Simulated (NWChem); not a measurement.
System meant: O3 anion, doublet

NWChem input:

```
start job
memory heap 200 mb stack 900 mb global 1100 mb
charge -1
geometry units angstroms noautoz
  O     -1.135102     0.000000    -0.238988
  O      0.000000     0.000000     0.477976
  O      1.135102     0.000000    -0.238988
end
basis spherical
  * library def2-svp
end
dft
  odft
  mult 3
  xc b3lyp
  iterations 150
  mulliken
end
task dft energy
```

End of the output:

```
 ==============================================================================
                                 internuclear angles
 ------------------------------------------------------------------------------
        center 1       |       center 2       |       center 3       |  degrees
 ------------------------------------------------------------------------------
    1 O                |   2 O                |   3 O                |   115.44
 ------------------------------------------------------------------------------
                            number of included internuclear angles:          1
 ==============================================================================

 Summary of "ao basis" -> "" (spherical)
 ------------------------------------------------------------------------------
       Tag                 Description            Shells   Functions and Types
 ---------------- ------------------------------  ------  ---------------------
 *                          def2-svp                  on all atoms

                                 NWChem DFT Module
                                 -----------------

 Summary of "ao basis" -> "ao basis" (spherical)
 ------------------------------------------------------------------------------
       Tag                 Description            Shells   Functions and Types
 ---------------- ------------------------------  ------  ---------------------
 O                          def2-svp                 6       14   3s2p1d

 Summary of "ao basis" -> "ao basis" (spherical)
 ------------------------------------------------------------------------------
       Tag                 Description            Shells   Functions and Types
 ---------------- ------------------------------  ------  ---------------------
 O                          def2-svp                 6       14   3s2p1d

      Symmetry analysis of basis
      --------------------------

        a1         17
        a2          5
        b1         13
        b2          7

  number of electrons :                   25
  multiplicity        :                    3
 ------------------------------------------------------------------------
  no. of electrons and multiplicity not compatible                  25
 ------------------------------------------------------------------------
 ------------------------------------------------------------------------
  current input line :
    19: task dft energy
 ------------------------------------------------------------------------
 ------------------------------------------------------------------------
 There is an error in the input file
 ------------------------------------------------------------------------
 For more information see the NWChem manual at https://nwchemgit.github.io

0: no. of electrons and multiplicity not compatible:Received an Error in Communication
```

Task: What is wrong, and how is it mended?

Result: The program refused the input. Cause: the multiplicity doesn't fit the number of electrons (an even count wants an odd multiplicity, and the reverse). This input runs:
```
start job
memory heap 200 mb stack 900 mb global 1100 mb
charge -1
geometry units angstroms noautoz
  O     -1.135102     0.000000    -0.238988
  O      0.000000     0.000000     0.477976
  O      1.135102     0.000000    -0.238988
end
basis spherical
  * library def2-svp
end
dft
  odft
  mult 2
  xc b3lyp
  iterations 150
  mulliken
end
task dft energy
```
It converges to -225.29352 Ha (B3LYP/def2-SVP, spin-unrestricted).
